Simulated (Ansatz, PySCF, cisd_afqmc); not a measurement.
Species: LiF, charge 0, singlet. LiF (SMILES [Li][F]).
B3LYP-D3(BJ)/def2-TZVP minimum from Ansatz (a first-principles code):
```xyz
2

Li     0.0000     0.0000    -1.1712
F      0.0000     0.0000     0.3904
```

Atomisation energy term by term, kcal/mol (programs: Ansatz, cisd_afqmc). Radicals and triplets start from unrestricted determinants; spin-orbit coupling is neglected. Cores are frozen in correlated methods. No relativity. AFQMC/CISD: phaseless, guided by CISD from CCSD amplitudes; bars are statistical, one sigma. Outlying blocks are dropped, and bars are widened where a walk drifts. Over all cases where full CI ran beside it in this data, AFQMC minus full CI had a median of +0.1 mEh and passed +0.4 mEh in a tenth of the cases. CBS(X,Y): correlation extrapolated as X^-3, Hartree-Fock from the larger set. A bracket is a step between two methods taken in the basis named. Full CI freezes restricted core orbitals, also for open shells; the composite that ends in it estimates full CI at the basis-set limit. Where a partner has so few electrons that a lower coupled-cluster level is exact, that level stands in.

| term | basis | kcal/mol |
|---|---|---|
| Hartree-Fock | def2-QZVPP | 89.82 |
| CCSD correlation | CBS(def2-TZVPP,def2-QZVPP) | 44.73 |
| (T) | CBS(def2-TZVPP,def2-QZVPP) | 3.29 |
| CCSDT(Q) - CCSD(T) | def2-QZVPP | -0.01 |
| FCI - CCSDT(Q) | def2-SVP | -0.02 |
| minus zero-point energy | Hessian by PySCF at B3LYP-D3(BJ)/def2-TZVP | -1.32 |
| sum: D0 |  | 136.5 |

The step beyond CCSD(T) by other levels: FCI in def2-SVP 0.27; CCSDTQ in def2-SVP 0.25; AFQMC/CISD in def2-SVP 0.20 ± 0.24; CCSDT(Q) in def2-SVP 0.29; CCSDTQ in def2-TZVPP 0.01; AFQMC/CISD in def2-TZVPP -0.00 ± 0.22; CCSDT(Q) in def2-TZVPP 0.04; AFQMC/CISD in def2-QZVPP -0.08 ± 0.28 kcal/mol.
